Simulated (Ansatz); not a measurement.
Results of r²SCANh (Ansatz, an electronic-structure program, plane waves, PAW) for bcc Mo.

Run with plane-wave cutoff 520 eV, 14×14×14 k mesh, Fermi–Dirac smearing 0.05 eV, no spin polarisation, scalar-relativistic PAW data made under PBE.

A third-order Birch–Murnaghan fit to the energies gives V0 = 15.556 Å³/atom, B0 = 286 GPa, B′ = 4.3.

```
V (Å³/atom)     P (GPa)
-----------  ----------
14.782       (withheld)
15.171             7.59
15.437             2.24
15.949            -6.77
16.338       (withheld)
```

Problem. Estimate the withheld pressures from this fit; the answers are the runs' own values.

Solution. 
- 14.782, P (GPa): 16.31
- 16.338, P (GPa): -12.63

The formula P = (3/2) B0 (x^(7/3) − x^(5/3)) [1 + (3/4)(B′ − 4)(x^(2/3) − 1)] with x = V0/V meets the computed pressures within 0.03 GPa when these rounded values are put in.

Measured, for comparison: bulk modulus 265 GPa (zero-point energy and finite temperature contributions removed, our sources range from 265 to 278; as tabulated in doi:10.1021/acs.jctc.3c00612); equilibrium volume per atom 15.49 Å³/atom (static lattice: zero-point anharmonic expansion removed; as tabulated in Mejia-Rodriguez and Trickey (2018), arXiv:1807.09216). Computed (rounded) less measured: bulk modulus +8 % (+3 % to +8 % over the range), equilibrium volume per atom +0.5 %.
